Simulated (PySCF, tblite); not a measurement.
# Na+ and 4 × ammonia

A gas-phase complex of Na+ and 4 × ammonia; charge +1, singlet. The structure comes from a short search (6 tight-binding starts) and was relaxed by PBE0-D3(BJ)/def2-SVPD; another way of binding may lie lower. No frequency run checks that it is a minimum.

| part | name | SMILES | atoms | charge | multiplicity |
| --- | --- | --- | --- | --- | --- |
| 1 | Na+ | [Na+] | 1 | +1 | 1 |
| 2 | ammonia | N | 2–5 | 0 | 1 |
| 3 | ammonia | N | 6–9 | 0 | 1 |
| 4 | ammonia | N | 10–13 | 0 | 1 |
| 5 | ammonia | N | 14–17 | 0 | 1 |

```tsv
atom	part	x (Å)	y (Å)	z (Å)
Na1	1	-2.444	-3.270	0.823
N2	2	-1.309	-1.247	0.081
H3	2	-1.120	-0.590	0.836
H4	2	-0.405	-1.431	-0.354
H5	2	-1.843	-0.723	-0.611
N6	3	-1.377	-5.285	-0.065
H7	3	-0.360	-5.265	-0.007
H8	3	-1.663	-6.130	0.426
H9	3	-1.593	-5.452	-1.046
N10	4	-2.487	-3.331	3.271
H11	4	-2.877	-4.195	3.642
H12	4	-1.564	-3.243	3.692
H13	4	-3.047	-2.581	3.675
N14	5	-4.760	-3.221	0.031
H15	5	-5.247	-2.361	0.275
H16	5	-4.834	-3.302	-0.981
H17	5	-5.328	-3.976	0.410
```

Contacts between parts, classed by geometry: Na1···N2 2.436 Å (ion contact); Na1···N6 2.447 Å (ion contact); Na1···N14 2.448 Å (ion contact); Na1···N10 2.449 Å (ion contact).

Interaction energies are complex less parts, with the parts frozen as they stand in it; counterpoise-corrected, in kcal/mol (PySCF).

(1) How strongly do the parts interact, level by level?

(2) What holds them together? Decompose the wB97M-D3(BJ)/def2-SVPD energy: frozen parts, their antisymmetrised product, then relaxation.

The orbital term holds the superposition error of 4.1 kcal/mol.

The parts were also relaxed and run alone, at the levels used for the complex: shieldings by PBE0/pcSseg-1; core levels by delta-SCF with SCAN, pcX-2 on the ionised atom and pcseg-1 elsewhere, spin-free X2C.

(3) What does binding change?

Results:

(1) 
```tsv
level	interaction	superposition error removed
wB97M-D3(BJ)/def2-SVPD	-88.42	-4.13
PBE0-D3(BJ)/def2-SVPD	-89.51	-3.88
```

(2) electrostatic -100.3, Pauli repulsion +28.4, orbital relaxation -16.8, dispersion correction -3.8 kcal/mol, which sum to the value before the counterpoise correction; the Pauli term holds the exchange-correlation of the frozen density too. Of the attraction, 83 % is electrostatic, 14 % is orbital relaxation, 3 % is dispersion correction.

(3) 
```
              property    alone  in the complex  change
shielding of Na1 (ppm)    623.5           532.6   -90.9
 shielding of N2 (ppm)    266.6           259.3    -7.3
 shielding of N6 (ppm)    266.6           259.4    -7.2
Na1 1s core level (eV)  1088.42         1080.54   -7.88
 N2 1s core level (eV)   405.54          409.66   +4.11
 N6 1s core level (eV)   405.54          409.65   +4.11
```
